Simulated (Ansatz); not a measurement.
# CH7BO: a nudged elastic band in two tries

The task is a band of images between two relaxed ends.

All numbers below are computed with Ansatz 0.2.0 (RKS B3LYP-D4/cc-pVDZ).

### Step 1. The system as given

Bond lengths: B1–O2 1.362 Å, O2–H3 0.969 Å, B1–H4 1.209 Å, B1–C5 1.571 Å, C5–H6 1.105 Å, C5–H7 1.104 Å, C5–H8 1.106 Å. Angles: B1–O2–H3 112.9°, O2–B1–H4 114.6°, O2–B1–C5 123.7°, H4–B1–C5 121.7°, B1–C5–H6 110.2°, B1–C5–H7 115.0°, B1–C5–H8 109.7°, H6–C5–H7 108.2°, H6–C5–H8 105.3°, H7–C5–H8 108.0°.

Structure file:

```xyz
10

B    -0.3065   -0.3196   -0.1802
O    -0.2738    0.5151    0.8951
H    -1.1563    0.7964    1.1814
H     0.7787   -0.6945   -0.5595
C    -1.6323   -0.7691   -0.8934
H    -1.6976   -1.8723   -0.9175
H    -2.5608   -0.3787   -0.4409
H    -1.6098   -0.4544   -1.9535
H     1.2180    3.0509    2.2471
H     0.9775    2.4070    1.9163
```

### Step 2. The run

The input, input.yaml:

```yaml
crystal:
  periodic: [false, false, false]
  atoms:
    - { symbol: B, position_ang: [-0.306532, -0.319557, -0.180174] }
    - { symbol: O, position_ang: [-0.273806, 0.515094, 0.895126] }
    - { symbol: H, position_ang: [-1.156304, 0.79642, 1.181383] }
    - { symbol: H, position_ang: [0.778695, -0.694479, -0.55945] }
    - { symbol: C, position_ang: [-1.6323, -0.769092, -0.893435] }
    - { symbol: H, position_ang: [-1.697628, -1.872318, -0.917491] }
    - { symbol: H, position_ang: [-2.560806, -0.378676, -0.440886] }
    - { symbol: H, position_ang: [-1.609754, -0.454422, -1.953535] }
    - { symbol: H, position_ang: [1.21799, 3.050871, 2.247101] }
    - { symbol: H, position_ang: [0.977546, 2.406959, 1.916261] }
basis:
  gaussian: { orbitals: cc-pVDZ }
hamiltonian:
  xc: b3lyp
  dispersion: d4
neb:
  order_check: false
  images: 9
  f_tol: 0.05
  max_iterations: 8
  final_atoms:
    - { symbol: B, position_ang: [-0.06206476, 0.45564646, -0.15393776] }
    - { symbol: O, position_ang: [-0.25678261, 0.35318749, 1.60827476] }
    - { symbol: H, position_ang: [-1.06623276, 0.84061861, 1.83523731] }
    - { symbol: H, position_ang: [1.01305558, -0.10374034, -0.26312766] }
    - { symbol: C, position_ang: [-1.34026337, -0.30724521, -0.71823852] }
    - { symbol: H, position_ang: [-1.3847183, -1.37104504, -0.42698079] }
    - { symbol: H, position_ang: [-2.30450431, 0.1619128, -0.44339164] }
    - { symbol: H, position_ang: [-1.30117762, -0.28389862, -1.82304081] }
    - { symbol: H, position_ang: [-0.02988816, 1.6670652, -0.3157165] }
    - { symbol: H, position_ang: [0.4696773, 0.86829864, 1.99582162] }
  initial_path: idpp
  optimiser: cg
```

The run is started by

```bash
$ ansatz run input.yaml --threads 1 --pin off --max-ram 2048MiB --backend cpu --events-out ev --progress --plain --runs-dir out
```

What does the calculation give? Wanted: first try.

**Answer**, as computed:

| quantity | value |
| --- | --- |
| first try | refused |
| cause | the word typed for the ensemble or optimiser is not among those the program lists |

The fault in the first input was caught at the input check and cost nothing.
